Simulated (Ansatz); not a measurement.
# NH3S (triplet): wave-function methods side by side at distance N1–H4 along a hydrogen transfer = 1.206 Å, cc-pVDZ

How much of the correlation energy of NH3S (triplet) does each wave-function method recover here?

Program: Ansatz 0.2.0, Gaussian basis. Level of theory: cc-pVDZ, core rule «outside noble gas», up to 6 orbitals frozen. These are calculated values, not measurements.

Plan: UHF; CCSD(T) on ROHF; CCSD(T) on UHF; BCCD(T) on ROHF; CISD; CCSDT(Q) on ROHF; CCSDT(Q) on UHF; CASSCF and MRCISD+Q, 4 electrons in 4 orbitals; CASSCF and NEVPT2, 4 electrons in 4 orbitals; CASSCF and NEVPT2, 14 electrons in 11 orbitals.

7 further runs of the same task are left out: 7 that didn't finish.

## 1. The geometry

The geometry derives from fragments relaxed apart (PBE0/def2-TZVP) and kept rigid, so it is no stationary point. A hydrogen atom is moved between rigid fragments.

5 atoms, charge 0, spin multiplicity 3.

Atoms are counted from 1 here; the program's logs count them from 0.

Bond lengths: N1–H2 1.012 Å, N1–H3 1.012 Å, N1–H4 1.206 Å, H4–S5 1.526 Å. Angles: H2–N1–H3 107.1°, H2–N1–H4 107.1°, H3–N1–H4 107.1°, N1–H4–S5 180.0°.

Geometry (Å):

```xyz
5
charge 0, multiplicity 3
N    -1.79686   -0.01161   -0.01807
H    -2.09414    0.95622   -0.01807
H    -2.09414   -0.41391    0.86219
H    -0.59086   -0.01161   -0.01807
S     0.93514   -0.01161   -0.01807
```

## 2. UHF

Contents of in.yaml:

```yaml
crystal:
  periodic: [false, false, false]
  atoms:
    - {symbol: N, position_ang: [-1.796862, -0.011611, -0.018072]}
    - {symbol: H, position_ang: [-2.094142, 0.956222, -0.018071]}
    - {symbol: H, position_ang: [-2.094141, -0.413910, 0.862188]}
    - {symbol: H, position_ang: [-0.590862, -0.011611, -0.018072]}
    - {symbol: S, position_ang: [0.935138, -0.011610, -0.018072]}
basis:
  gaussian: {orbitals: cc-pVDZ}
magnetization: {spin_polarized: true, initial_magnetization: 2}
hamiltonian: {xc: hf}
output: {orbitals: {seedname: orbitals}}
```

Run with:

```bash
ansatz run in.yaml --threads 1 --pin off --events-out ev --progress --plain --max-ram 2393MiB
```

Further steps of the session: CCSD(T) on ROHF; CCSD(T) on UHF; BCCD(T) on ROHF; CISD; CCSDT(Q) on ROHF; CCSDT(Q) on UHF; CASSCF and MRCISD+Q, 4 electrons in 4 orbitals; CASSCF and NEVPT2, 4 electrons in 4 orbitals; CASSCF and NEVPT2, 14 electrons in 11 orbitals.

**Question.** What will the summary of the whole plan be? Wanted: UCCSDT(Q) below the RHF energy; RMP2 from UCCSDT(Q); UMP2 from UCCSDT(Q); RCCSD from UCCSDT(Q); RCCSD(T) from UCCSDT(Q); UCCSD(T) from UCCSDT(Q); RCCSDT(Q) from UCCSDT(Q); NEVPT2 pair from UCCSDT(Q); MRCISD+Q pair from UCCSDT(Q).

**Answer**, as computed:

| quantity | value |
| --- | --- |
| UCCSDT(Q) below the RHF energy | -9.3263 eV |
| RMP2 from UCCSDT(Q) | +1083.5 meV |
| UMP2 from UCCSDT(Q) | +1226.7 meV |
| RCCSD from UCCSDT(Q) | +258.1 meV |
| RCCSD(T) from UCCSDT(Q) | +39.3 meV |
| UCCSD(T) from UCCSDT(Q) | +41.3 meV |
| RCCSDT(Q) from UCCSDT(Q) | +0.5 meV |
| NEVPT2 pair from UCCSDT(Q) | +1129.1 meV |
| MRCISD+Q pair from UCCSDT(Q) | +118.0 meV |
| NEVPT2 valence from UCCSDT(Q) | +1424.8 meV |
| levels within 1 kcal/mol (43 meV) | RCCSD(T), UCCSD(T), BCCD(T), RCCSDT, UCCSDT, RCCSDT(Q) |
| T1 diagnostic | 0.025 |
| effectively unpaired electrons | 2.02 |

RCCSD(T) misses by +39.3 meV, 0.4 % of the correlation energy. One determinant dominates. Of the multireference levels listed MRCISD+Q pair comes nearest in total energy (+118.0 meV), which doesn't show that its space is the better one. These misses are within one basis, not against nature; the frozen cores of restricted and unrestricted runs differ, which can shift their rows.
